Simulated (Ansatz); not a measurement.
# AlH2F (quintet): from Hartree-Fock to the top rungs, def2-QZVPP

An exercise on one series of results from a longer session: the logs are not shown, and one member is left open.

Computed with Ansatz 0.2.0, Gaussian basis. Level: def2-QZVPP, core rule «outside noble gas», up to 6 orbitals frozen.

To be run: UHF; ROHF; CCSD(T) on UHF.

2 further runs of the same task are left out: 2 set aside as unsound or not needed.

## The system

The geometry is a PBE0/def2-TZVP stationary point (not a proven minimum) of the parent state, kept for this charge and spin.

4 atoms, charge 0, spin multiplicity 5.

Atoms are counted from 1 here; the program's logs count them from 0.

Bond lengths: Al1–F2 1.669 Å, Al1–H3 1.928 Å, Al1–H4 1.928 Å. Angles: F2–Al1–H3 80.3°, F2–Al1–H4 80.3°, H3–Al1–H4 160.7°.

The first run:

File in.yaml:

```yaml
crystal:
  periodic: [false, false, false]
  atoms:
    - {symbol: Al, position_ang: [0.000000, 0.000000, 0.674065]}
    - {symbol: F, position_ang: [0.000000, 0.000000, -0.994493]}
    - {symbol: H, position_ang: [0.000000, -1.900804, 0.350451]}
    - {symbol: H, position_ang: [0.000000, 1.900804, 0.350450]}
basis:
  gaussian: {orbitals: "def2-QZVPP.json"}
magnetization: {spin_polarized: true, initial_magnetization: 4}
hamiltonian: {xc: hf}
output: {orbitals: {seedname: orbitals}}
```

The run is started by

```
ansatz run in.yaml --threads 1 --pin off --events-out ev --progress --plain --max-ram 2393MiB
```

Among the steps run: UHF; ROHF; CCSD(T) on UHF.

One table of the session follows, with a row left open; its other results are not shown here.

| method | from UCCSD(T) (meV) |
| --- | --- |
| ROHF | +9066.5 |
| UHF | ? |
| UMP2 | +388.4 |
| UCCSD | +298.2 |
| UCCSD(T) | 0 |

**Question.** Estimate the row for UHF.

As computed: from UCCSD(T) (meV): +9044.3. In the column «from UCCSD(T) (meV)» it lies between UMP2 (+388.4) and ROHF (+9066.5).
